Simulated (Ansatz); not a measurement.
Reactions of `ClC1=NCC1`.

Calculated with Ansatz (gas phase, PBE0-D4/def2-TZVP geometries, no zero-point term in ΔE). CBS: MP2 limit from def2 TZ/QZ plus the TZ coupled-cluster correction, frozen cores. This one scheme is used for every species, atoms too. No spin–orbit coupling; open shells (•) take unrestricted orbitals. Spin–orbit coupling would lower the free atoms: a little for C, Cl. Each species was taken in one conformer, which may not be the lowest.

Question: Order these by ΔE at CCSD(T)/CBS, lowest first. (Best estimate.)
A. `ClC1=NCC1` + H₂O → `OC1=NCC1` + HCl
B. `ClC1=NCC1` → 3 C• + Cl• + 4 H• + N•
C. `ClC1=NCC1` + H₂ → `C1=NCC1` + HCl
D. `ClC1=NCC1` → `N=C1CC1Cl`

Answer: C (-54.2 kJ/mol), A (-21.9 kJ/mol), D (+67.3 kJ/mol), B (+3597.4 kJ/mol).

Largest T1 diagnostic: 0.012, for `OC1=NCC1`.
